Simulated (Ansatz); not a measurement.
Energy needed to pull apart Al2H2Cl (SMILES [AlH2][Al][Cl]), doublet, into free ground-state atoms, from the structure below (displaced at random from a GFN2-xTB minimum); no zero-point or spin–orbit terms; open-shell atoms are treated unrestricted, in their ground-state multiplicity.

Al1  (-0.208, 1.118, -0.469)
Al2  (0.254, -1.303, 0.501)
Cl3  (1.330, -2.786, 1.534)
H4  (-1.552, 0.391, -0.918)
H5  (0.038, 2.538, -0.750)
(Å)

Computed with Ansatz 0.2.0 (basis: def2-TZVPP); correlated methods freeze the cores; orbitals are unrestricted.

```json
{"method": "PBE-D4", "atomization energy (kcal/mol)": "250.1"}
{"method": "r2SCAN-D4", "atomization energy (kcal/mol)": "255.9"}
{"method": "PBE0-D4", "atomization energy (kcal/mol)": "248.9"}
{"method": "LC-wPBE", "atomization energy (kcal/mol)": "?"}
{"method": "wB97X-V", "atomization energy (kcal/mol)": "252.0"}
{"method": "wB97M-V", "atomization energy (kcal/mol)": "?"}
{"method": "HF", "atomization energy (kcal/mol)": "188.6"}
{"method": "MP2", "atomization energy (kcal/mol)": "244.3"}
{"method": "CCSD", "atomization energy (kcal/mol)": "238.3"}
{"method": "CCSD(T)", "atomization energy (kcal/mol)": "242.2"}
```

(1) What does wB97M-V give? (Judge from chemistry; the value comes from the calculation.)

(2) What does LC-wPBE give? (Judge from chemistry; the value comes from the calculation.)

The T1 diagnostic stays at or below 0.018. ⟨S²⟩ of the unrestricted Hartree–Fock references: 0.78 (a pure state has 0.75).

Answers

(1) Computed: 249.8 kcal/mol, which is about 7.7 kcal/mol more than CCSD(T)/def2-TZVPP.

(2) By the calculation: 248.2 kcal/mol, which is about 6.0 kcal/mol more than CCSD(T)/def2-TZVPP.

In triple zeta the MP2 and coupled-cluster atomization energies are still short of their basis limit by a few kcal/mol a bond, whereas those of the functionals are nearly converged, so these differences are not deviations from converged CCSD(T).

For scale, one of the runs: CCSD(T)/def2-TZVPP forces, 154 basis functions (an equivalent command: `ansatz run in.yaml --threads 4`). Hardware: 4 CPU threads, shared host. Wall time 2.3 min; peak host memory 3.7 GiB.
